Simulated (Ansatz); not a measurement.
Relaxation of CH₄NS (7 atoms, charge 0, multiplicity 2), to a largest force component of 0.015 eV/Å in at most 40 steps.

Method: Ansatz, UKS PBE0/6-31G.

```xyz
7
Properties=species:S:1:pos:R:3
N -0.531 0.220 -0.736
C 0.423 -0.026 0.306
S 0.865 -1.759 0.450
H -1.322 -0.410 -0.686
H -0.850 1.180 -0.740
H 0.075 0.261 1.314
H 1.339 0.534 0.092
```

Where does it end, and by what steps?

The run converged. Limits of this set-up: no polarisation functions. After 17 steps the energy has fallen by 0.298 eV; H5 moved furthest, 0.96 Å.

| step | energy less start (eV) | largest force component (eV/Å) | accepted |
| --- | --- | --- | --- |
| 0 | 0.0000 | 1.180 | yes |
| 1 | -0.0609 | 0.615 | yes |
| 2 | -0.0838 | 0.340 | yes |
| 3 | -0.1129 | 0.448 | yes |
| 4 | -0.1081 | 1.912 | no |
| 5 | -0.1333 | 0.301 | yes |
| 6 | -0.1551 | 0.464 | yes |
| 7 | -0.2002 | 0.664 | yes |
| 8 | -0.2616 | 0.546 | yes |
| 9 | -0.1835 | 1.803 | no |
| 10 | -0.2760 | 0.898 | yes |
| 11 | -0.2935 | 0.354 | yes |
| 12 | -0.2930 | 0.190 | no |
| 13 | -0.2966 | 0.074 | yes |
| 14 | -0.2977 | 0.031 | yes |
| 15 | -0.2978 | 0.042 | yes |
| 16 | -0.2979 | 0.022 | yes |
| 17 | -0.2979 | 0.001 | yes |

```xyz
7
Properties=species:S:1:pos:R:3
N -0.693 0.416 -0.469
C 0.351 0.020 0.390
S 1.156 -1.714 0.108
H -1.580 -0.053 -0.372
H -0.452 0.641 -1.422
H 0.019 -0.018 1.431
H 1.199 0.708 0.333
```

Time of the run: 66 s on 1 thread of Intel(R) Xeon(R) Processor @ 2.70GHz, on a shared host, peak memory 0.14 GiB.
